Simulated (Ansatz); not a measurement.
# Chromium, bcc under LDA: convergence with the Gaussian smearing

A convergence test of the Gaussian smearing width. The geometry was relaxed under LDA beforehand and stays fixed; 7 values are run, from 0.01 to 1.0 eV. Wanted are the values from which on the energy stays within 10 and 1 meV/atom, and the pressure within 0.5 GPa, of the narrowest run. Within the series other settings stay, but some runs also write fields, which adds to their time. The moments start as that relaxation left them.

Computed with Ansatz 0.2.0 (DFT LDA, plane waves with PAW, scalar-relativistic, unless a step says otherwise).

## 1. The structure to begin with

The structure is cubic, space group Im-3m (No. 229). Conventional cell: a = 2.788 Å, b = 2.788 Å, c = 2.788 Å, α = 90.00°, β = 90.00°, γ = 90.00°. Around Cr (site symmetry m-3m) lie 8 Cr at 2.41 Å.

As a file:

```
Cr
1.0
    -1.39387    1.39387    1.39387
     1.39387   -1.39387    1.39387
     1.39387    1.39387   -1.39387
Cr
1
Cartesian
  0.0000 0.0000 0.0000
```

Starting moments (μB): +1.5.

## 2. With a width of 0.01 eV

The run at 0.01 eV.

input.yaml reads:

```yaml
crystal:
  lattice:
    - [-1.3938676992, 1.3938676992, 1.3938676992]
    - [1.3938676992, -1.3938676992, 1.3938676992]
    - [1.3938676992, 1.3938676992, -1.3938676992]
  atoms:
    - { symbol: Cr, position: [0.0, 0.0, 0.0], spin: 1.5 }
hamiltonian:
  xc: lda
  pseudopotentials:
    kind: paw
    azcp:
      Cr: "pseudopotentials/Cr.paw.azcp"
basis:
  ecutwfc: 420
  fft_grid_basis: typed
kpoints:
  mp_grid: { grid: [16, 16, 16], shift: [0, 0, 0] }
magnetization:
  spin_polarized: true
scf:
  occupations: { method: gaussian, width: 0.01 }
  lower_state_search: "off"
output:
  stress: true
  write_density: true
  write_potential: true
  elf: true
  volumetric_format: npy
```

Started as:

```bash
$ ansatz run input.yaml --threads 2 --pin off --max-ram 5120MiB --backend cpu --events-out ev --progress --plain --runs-dir out
```

## 3. With a width of 0.03 eV

The run at 0.03 eV.

input.yaml: that of step 2 with these lines changed.

```diff
@@ -21,3 +21,3 @@
 scf:
-  occupations: { method: gaussian, width: 0.01 }
+  occupations: { method: gaussian, width: 0.03 }
   lower_state_search: "off"
@@ -25,5 +25 @@
   stress: true
-  write_density: true
-  write_potential: true
-  elf: true
-  volumetric_format: npy
```

## 4. With a width of 0.1 eV

The run at 0.1 eV.

input.yaml: that of step 3 with these lines changed.

```diff
@@ -21,3 +21,3 @@
 scf:
-  occupations: { method: gaussian, width: 0.03 }
+  occupations: { method: gaussian, width: 0.1 }
   lower_state_search: "off"
```

## 5. With a width of 0.2 eV

The run at 0.2 eV.

input.yaml: that of step 4 with these lines changed.

```diff
@@ -21,3 +21,3 @@
 scf:
-  occupations: { method: gaussian, width: 0.1 }
+  occupations: { method: gaussian, width: 0.2 }
   lower_state_search: "off"
```

## 6. With a width of 0.3 eV

The run at 0.3 eV.

input.yaml: that of step 5 with these lines changed.

```diff
@@ -21,3 +21,3 @@
 scf:
-  occupations: { method: gaussian, width: 0.2 }
+  occupations: { method: gaussian, width: 0.3 }
   lower_state_search: "off"
@@ -25 +25,5 @@
   stress: true
+  write_density: true
+  write_potential: true
+  elf: true
+  volumetric_format: npy
```

## 7. With a width of 0.6 eV

The run at 0.6 eV.

input.yaml: that of step 6 with these lines changed.

```diff
@@ -21,3 +21,3 @@
 scf:
-  occupations: { method: gaussian, width: 0.3 }
+  occupations: { method: gaussian, width: 0.6 }
   lower_state_search: "off"
@@ -25,5 +25 @@
   stress: true
-  write_density: true
-  write_potential: true
-  elf: true
-  volumetric_format: npy
```

## 8. With a width of 1.0 eV

The run at 1.0 eV.

input.yaml: that of step 7 with these lines changed.

```diff
@@ -21,3 +21,3 @@
 scf:
-  occupations: { method: gaussian, width: 0.6 }
+  occupations: { method: gaussian, width: 1.0 }
   lower_state_search: "off"
```

(Steps that only read results are left out.)

Q: Predict the outcome of this session.

As calculated:

| quantity | value |
| --- | --- |
| E(σ → 0) stays within 10 meV/atom of 0.01 eV | up to 0.6 eV |
| E(σ → 0) stays within 1 meV/atom | up to 0.3 eV |
| pressure stays within 0.5 GPa | up to 0.3 eV |
| pressure at 0.01 eV | 0.25 GPa |
| energy of a separate run on a finer mesh (26×26×26) | +1.7 meV/atom from 0.01 eV |

At 1.0 eV the energy differs by +39.5 meV/atom and the pressure by +4.3 GPa. Over the range F shifts by -208.2 meV/atom, while E(σ → 0) shifts by +39.5. With this scheme F falls about as the square of the width. The mesh (16×16×16) is fixed, so the narrowest widths carry a k-point error of their own. The yardstick itself is unsettled by 1.7 meV/atom against the finer mesh, so the thresholds above hold only within this series, and wider smearing, which averages over more states, can land nearer the fine-mesh value than the narrowest does. The cell taken over is 10 % smaller than the measured one (11.99 Å³/atom, COD), which weighs on all values here.
